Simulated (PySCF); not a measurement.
Ionisation energies (eV) were calculated with PySCF 2.14 by LDA, MP2 (valence), UHF, in another order, as differences of total energies without spin-orbit coupling. The measured values are between term centres (NIST).

```csv
species,measured,A,B,C
"N (aug-cc-pVTZ with one added diffuse shell each of s, p, d, f type, non-relativistic)",14.545,14.589,13.896,15.008
"F⁺ (aug-cc-pVTZ with one added diffuse shell each of s, p, d, f type, non-relativistic)",34.950,34.621,33.392,35.258
"Zn⁺ (aug-cc-pVTZ-PP with one added diffuse shell each of s, p, d, f, g type with ECP10MDF, ECP)",17.964,17.900,16.851,19.021
"Br⁺ (aug-cc-pVTZ-PP with one added diffuse shell each of s, d, f type with ECP10MDF, ECP)",21.409,20.935,20.231,21.568
"Pd (aug-cc-pVTZ-PP with one added diffuse shell each of s, p, d, f, g type with ECP28MDF, ECP)",8.512,8.691,6.236,9.235
"Ag (aug-cc-pVTZ-PP with one added diffuse shell each of s, p, d, f, g type with ECP28MDF, ECP)",7.576,7.502,6.365,8.369
"Cd⁺ (aug-cc-pVTZ-PP with one added diffuse shell each of s, p, d, f, g type with ECP28MDF, ECP)",16.908,16.819,15.552,17.812
"W (aug-cc-pVTZ-PP with one added diffuse shell each of s, p, d, f, g type with ECP60MDF, ECP)",7.825,7.238,5.885,7.908
```

Q: Which column is which method?

A: A is MP2 (valence) (mean error -0.17 eV); B is UHF (mean error -1.41 eV); C is LDA (mean error 0.56 eV). Valence MP2 in a finite basis recovers only part of the missing correlation, so it stays below experiment on average. Hartree-Fock lacks the correlation of the electron removed and comes out lowest. LDA overbinds the outer electron and comes out highest.
